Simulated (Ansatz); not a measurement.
**CF (quartet): the correlation ladder, def2-QZVPP**

One table from this session's results is given with a row withheld; the runs are named, their logs left out.

Computed with Ansatz 0.2.0, Gaussian basis. Level: def2-QZVPP, core rule «outside noble gas», up to 2 orbitals frozen.

The runs, in order: UHF; ROHF; CCSD(T) on UHF.

### What is computed

The geometry is a PBE0/def2-TZVP stationary point (not a proven minimum).

2 atoms, charge 0, spin multiplicity 4.

Atoms are counted from 1 here; the program's logs count them from 0.

Bond lengths: C1–F2 1.316 Å.

Set-up of the first run:

Input file in.yaml:

```yaml
crystal:
  periodic: [false, false, false]
  atoms:
    - {symbol: C, position_ang: [0.000000, 0.000000, 0.000000]}
    - {symbol: F, position_ang: [0.000000, 0.000000, 1.315900]}
basis:
  gaussian: {orbitals: "def2-QZVPP.json"}
magnetization: {spin_polarized: true, initial_magnetization: 3}
hamiltonian: {xc: hf}
output: {orbitals: {seedname: orbitals}}
```

Run with:

```console
ansatz run in.yaml --threads 1 --pin off --events-out ev --progress --plain --max-ram 4096MiB --backend cpu
```

Among the steps run: UHF; ROHF; CCSD(T) on UHF.

One of the session's tables, all rows but one given; the rest of the session is left out.

```
  method  from UCCSD(T) (kJ/mol)
    ROHF                  +952.0
     UHF                  +944.7
    UMP2                       ?
   UCCSD                   +30.1
UCCSD(T)                       0
```

Estimate the missing values for UMP2.

**Answer.** from UCCSD(T) (kJ/mol): +48.1. In the column «from UCCSD(T) (kJ/mol)» it lies between UCCSD (+30.1) and UHF (+944.7).
